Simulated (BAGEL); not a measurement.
# singlet OH+: a chain of runs

Aim: the energy (singlet OH+, HF/def2-TZVP), then a single-point energy (doublet OH, NEVPT2(3,3)/def2-TZVP), then the energy (doublet OH, CASPT2(3,3)/def2-TZVP) of HO. 

The results are computed with BAGEL 1.2.2.

1 further run of the same task is left out (set aside as unsound or not needed).

### 1 The system as given

OH+: 2 atoms, total charge +1, spin state singlet. As SMILES of the parent species, `[OH]`. The O1–H2 distance was set to 1.314 Å, away from the relaxed value. That shape belongs to the parent species and isn't relaxed for this state.

Bond lengths: O1–H2 1.314 Å.

### 2 A single-point energy at HF/def2-TZVP (density fitting with svp-jkfit) (run 1)

hf.json reads:

```json
{ "bagel": [

{
  "title": "molecule",
  "basis": "def2-tzvp.json",
  "df_basis": "svp-jkfit",
  "angstrom": false,
  "geometry": [
    { "atom": "O", "xyz": [     1.33595511,    -0.42772439,     0.68921146 ] },
    { "atom": "H", "xyz": [    -0.78589930,     0.25161703,    -0.40544074 ] }
  ]
},

{ "title": "hf", "charge": 1 },

{ "title": "print", "file": "orbitals.molden", "orbitals": true }

]}
```

The basis set def2-TZVP is read from a file made from the Basis Set Exchange's data (not shown).

The run is started by

```bash
BAGEL_NUM_THREADS=1 BAGEL hf.json > hf.out
```

The log of the run:

```text
* using 1 threads per process

  ===============================================================
  ===============================================================

  *** Geometry ***

  { "atom" : "O", "xyz" : [      1.335955,     -0.427724,      0.689211 ] },
  { "atom" : "H", "xyz" : [     -0.785899,      0.251617,     -0.405441 ] },

  Number of auxiliary basis functions:       95

  Since a DF basis is specified, we compute 2- and 3-index integrals:
    o Being stored without compression. Storage requirement is 0.001 GB

  Number of basis functions:       37
  Number of electrons      :        9

    * METHOD: MOLECULE                             0.02

  *** RHF ***

  === Nuclear Repulsion ===
     3.2227597415

      * DIIS with orbital gradients will be used.

  === RHF iteration (def2-tzvp.json) ===
      0        -74.80713612          0.01672402           0.00
      1        -74.83046052          0.00406766           0.00
      2        -74.83173526          0.00107485           0.00
      3        -74.83186406          0.00030179           0.00
      4        -74.83187288          0.00005352           0.00
      5        -74.83187330          0.00001042           0.00
      6        -74.83187332          0.00000151           0.00
      7        -74.83187332          0.00000007           0.00
      8        -74.83187332          0.00000001           0.00
      9        -74.83187332          0.00000000           0.00
    * SCF iteration converged.

    * Permanent dipole moment:
           (    1.049323,    -0.335956,     0.541340) a.u.

    * METHOD: HF                                   0.03

    * METHOD: PRINT                                0.00

  ===============================================================
```

It took 0.18 s on 1 thread of Arm Neoverse V1, shared host.

### 3 Doublet neutral OH: the energy at NEVPT2(3,3)/def2-TZVP (density fitting with svp-jkfit) (run 2)

nevpt2.json reads:

```json
{ "bagel" : [

{
  "title" : "molecule",
  "basis" : "def2-tzvp.json",
  "df_basis" : "svp-jkfit",
  "geometry" : [
    { "atom" : "O", "xyz" : [     1.33595511,    -0.42772439,     0.68921146 ] },
    { "atom" : "H", "xyz" : [    -0.78589930,     0.25161703,    -0.40544074 ] }
  ]
},

{
  "title" : "hf",
  "charge" : 1
},

{
  "title" : "casscf",
  "nstate" : 1,
  "nact" : 3,
  "nclosed" : 3,
  "nspin" : 1,
  "active" : [3, 5, 6],
  "maxiter" : 200,
  "natocc" : "true"
},

{
  "title" : "nevpt2",
  "nstate" : 1,
  "nact" : 3,
  "nclosed" : 3,
  "nspin" : 1,
  "active" : [3, 5, 6],
  "maxiter" : 200,
  "natocc" : "true",
  "ncore" : 1
},

{
  "title" : "print",
  "file" : "orbitals.molden",
  "orbitals" : "true"
}

]}
```

The basis set def2-TZVP is read from a file made from the Basis Set Exchange's data (not shown).

The run is started by

```bash
BAGEL_NUM_THREADS=1 BAGEL nevpt2.json > nevpt2.out
```

The log of the run:

```text
* using 1 threads per process

  ===============================================================
  ===============================================================

  *** Geometry ***

  { "atom" : "O", "xyz" : [      1.335955,     -0.427724,      0.689211 ] },
  { "atom" : "H", "xyz" : [     -0.785899,      0.251617,     -0.405441 ] },

  Number of auxiliary basis functions:       95

  Since a DF basis is specified, we compute 2- and 3-index integrals:
    o Being stored without compression. Storage requirement is 0.001 GB

  Number of basis functions:       37
  Number of electrons      :        9

    * METHOD: MOLECULE                             0.01

  *** RHF ***

  === Nuclear Repulsion ===
     3.2227597415

      * DIIS with orbital gradients will be used.

  === RHF iteration (def2-tzvp.json) ===
      0        -74.80713612          0.01672402           0.00
      1        -74.83046052          0.00406766           0.00
      2        -74.83173526          0.00107485           0.00
      3        -74.83186406          0.00030179           0.00
      4        -74.83187288          0.00005352           0.00
      5        -74.83187330          0.00001042           0.00
      6        -74.83187332          0.00000151           0.00
      7        -74.83187332          0.00000007           0.00
      8        -74.83187332          0.00000001           0.00
      9        -74.83187332          0.00000000           0.00
    * SCF iteration converged.

    * Permanent dipole moment:
           (    1.049323,    -0.335956,     0.541340) a.u.

    * METHOD: HF                                   0.03

  ---------------------------
      CASSCF calculation
  ---------------------------

    ==== Active orbitals : =====
         Orbital 3
         Orbital 5
         Orbital 6
    ============================

    * nstate   :      1
    * nclosed  :      3
    * nact     :      3
    * nvirt    :     31
  === CASSCF iteration (def2-tzvp.json) ===

    * Using the second-order algorithm

      0  0       -75.33369060     4.28e-02      0.00

      1  0       -75.39245729     5.11e-03      0.01

      2  0       -75.39482521     2.17e-03      0.01

      3  0       -75.39494608     7.47e-04      0.01

      4  0       -75.39495916     2.50e-04      0.01

      5  0       -75.39496062     8.39e-05      0.01

      6  0       -75.39496079     2.82e-05      0.01

      7  0       -75.39496081     9.48e-06      0.01

      8  0       -75.39496081     3.19e-06      0.01

      9  0       -75.39496081     1.07e-06      0.01

     10  0       -75.39496081     3.61e-07      0.01

     11  0       -75.39496081     1.21e-07      0.01

     12  0       -75.39496081     4.08e-08      0.01

     13  0       -75.39496081     1.37e-08      0.01

     14  0       -75.39496081     4.61e-09      0.01

    * Second-order optimization converged. *

     guess   0:   closed 1..                  open .1.

  === FCI iteration ===

      0  0       -75.34811959     7.07e-02      0.00
      1  0       -75.39371812     9.22e-03      0.00
      2  0       -75.39490349     1.59e-03      0.00
      3  0 *     -75.39496081     1.11e-14      0.00

     * ci vector, state   0, <S^2> = 0.7500
       2a.    -0.9743772471
       .a2    -0.2062989347
       aba    -0.0731652461

    * METHOD: CASSCF                               0.12

    * freezing 1 orbital

  === DF-NEVPT2 calculation ===

    * 3-index integral transformation done
    * assembly done

      NEVPT2 correlation energy:   -0.1744414595      0.01

          (+0)     -0.0495696153
          (+0)'    -0.0383825678
          (+1)     -0.0102120430
          (+1)'    -0.0002185055
          (+2)     -0.0006348156
          (-1)     -0.0555876665
          (-1)'    -0.0058487048
          (-2)     -0.0139875411

      NEVPT2 total energy:        -75.5694022697

    * METHOD: NEVPT2                               0.01

    * METHOD: PRINT                                0.00

  ===============================================================
```

It took 0.3 s on 1 thread of Arm Neoverse V1, shared host.

### 4 Doublet neutral OH: the energy at CASPT2(3,3)/def2-TZVP (density fitting with svp-jkfit) (run 3)

calc.json reads:

```json
{ "bagel" : [

{
  "title" : "molecule",
  "basis" : "def2-tzvp.json",
  "df_basis" : "svp-jkfit",
  "angstrom" : false,
  "geometry" : [
    { "atom" : "O", "xyz" : [     1.33595511,    -0.42772439,     0.68921146 ] },
    { "atom" : "H", "xyz" : [    -0.78589930,     0.25161703,    -0.40544074 ] }
  ]
},

{
  "title" : "hf",
  "charge" : 1
},

{
  "title" : "casscf",
  "nstate" : 1,
  "nact" : 3,
  "nclosed" : 3,
  "charge" : 0,
  "nspin" : 1,
  "active" : [3, 5, 6],
  "maxiter" : 200,
  "natocc" : true
},

{
  "title" : "print",
  "file" : "orbitals.molden",
  "orbitals" : true
},

{
  "title" : "smith",
  "method" : "caspt2",
  "ms" : true,
  "xms" : true,
  "sssr" : true,
  "shift" : 0.2,
  "shift_imag" : true,
  "ncore" : 1
}

]}
```

The basis set def2-TZVP is read from a file made from the Basis Set Exchange's data (not shown).

The run is started by

```bash
BAGEL_NUM_THREADS=1 BAGEL calc.json > calc.out
```

The log of the run:

```text
* using 1 threads per process

  ===============================================================
  ===============================================================

  *** Geometry ***

  { "atom" : "O", "xyz" : [      1.335955,     -0.427724,      0.689211 ] },
  { "atom" : "H", "xyz" : [     -0.785899,      0.251617,     -0.405441 ] },

  Number of auxiliary basis functions:       95

  Since a DF basis is specified, we compute 2- and 3-index integrals:
    o Being stored without compression. Storage requirement is 0.001 GB

  Number of basis functions:       37
  Number of electrons      :        9

    * METHOD: MOLECULE                             0.01

  *** RHF ***

  === Nuclear Repulsion ===
     3.2227597415

      * DIIS with orbital gradients will be used.

[... 6 lines left out ...]
    * SCF iteration converged.
[... 1 line left out ...]
    * Permanent dipole moment:
[... 28 lines left out ...]
    * Second-order optimization converged. *
[... 10 lines left out ...]
     * ci vector, state   0, <S^2> = 0.7500
[... 17 lines left out ...]
    * Zeroth order energy : state  0       -1.3146560700
[... 3 lines left out ...]
      -------------------------------------------  CASPT2 iteration  ---------------------------------------------------
       #      aibj      arbs      arbi      airj      risj      airs      arst      rist         Etot      error   time
      ------------------------------------------------------------------------------------------------------------------

       0  -0.04963  -0.01662  -0.05812  -0.01089  -0.00081  -0.03637  -0.00639  -0.00025   -0.1790888  0.0039315   0.01
       1  -0.04967  -0.01668  -0.05825  -0.01094  -0.00084  -0.03673  -0.00652  -0.00026   -0.1798865  0.0005024   0.01
       2  -0.04967  -0.01667  -0.05824  -0.01094  -0.00085  -0.03675  -0.00652  -0.00026   -0.1799030  0.0000869   0.01
       3  -0.04967  -0.01667  -0.05824  -0.01094  -0.00085  -0.03675  -0.00652  -0.00026   -0.1799034  0.0000151   0.01
       4  -0.04967  -0.01667  -0.05824  -0.01094  -0.00085  -0.03675  -0.00652  -0.00026   -0.1799034  0.0000028   0.01
       5  -0.04967  -0.01667  -0.05824  -0.01094  -0.00085  -0.03675  -0.00652  -0.00026   -0.1799034  0.0000004   0.01

      ------------------------------------------------------------------------------------------------------------------

    * CASPT2 energy : state  0      -75.5754323306
        w/o shift correction        -75.5748642302
        reference weight              0.9585449755

    * METHOD: SMITH                                0.08

  ===============================================================
```

Run time: 0.38 s. Hardware: 1 thread of Arm Neoverse V1, shared host.

### 5 What came out

```
                               quantity         value
      run 1, HF/def2-TZVP: total energy  -74.83187 Eh
       run 1, HF/def2-TZVP: HOMO energy     -28.04 eV
       run 1, HF/def2-TZVP: LUMO energy     -11.45 eV
     run 1, HF/def2-TZVP: HOMO–LUMO gap      16.59 eV
doublet neutral OH, run 2: total energy  -75.56940 Eh
doublet neutral OH, run 3: total energy  -75.57543 Eh
```
